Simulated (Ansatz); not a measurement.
**Chalcopyrite ZnGeP2**

Method: PBE0 (Ansatz, a quantum-chemistry and plane-wave program, PAW).

Run with plane-wave cutoff 500 eV, 6×6×6 k mesh, gaussian smearing 0.02 eV, scalar-relativistic PAW data made under PBE.

Cell (relaxed with PBEsol):

ZnGeP₂ is taken in the tetragonal space group I-42d (No. 122), the chalcopyrite structure, Pearson symbol tI16. Conventional cell: a = 5.425 Å, b = 5.425 Å, c = 10.709 Å, α = 90.00°, β = 90.00°, γ = 90.00°. Zn on 4a has 4 P at 2.344 Å (tetrahedral). Ge on 4b sees 4 P at 2.334 Å (tetrahedral). P on 8d is coordinated by 2 Ge at 2.334 Å and 2 Zn at 2.344 Å (tetrahedral). (Neighbours: up to the widest gap in distance over summed covalent radii, below 1.35, at either atom; cation-cation and far metal-metal contacts left out.)
(The calculation used a cell of 8 atoms; values per cell refer to that cell.)

```
Quantity                       Result
--------  ---------------------------
band gap  2.57 eV (on the SCF k mesh)
```

Measured, for comparison: band gap 2.05 eV (temperature not stated, not corrected to a static lattice, pseudodirect, our sources range from 1.80 to 2.20; as tabulated in Rashkeev et al. (1999), arXiv:cond-mat/9809378).

Note: cell and atoms aren't relaxed at this level (pressure 1.4 GPa).

Spin–orbit coupling is not included.

Computed values are for the static lattice.
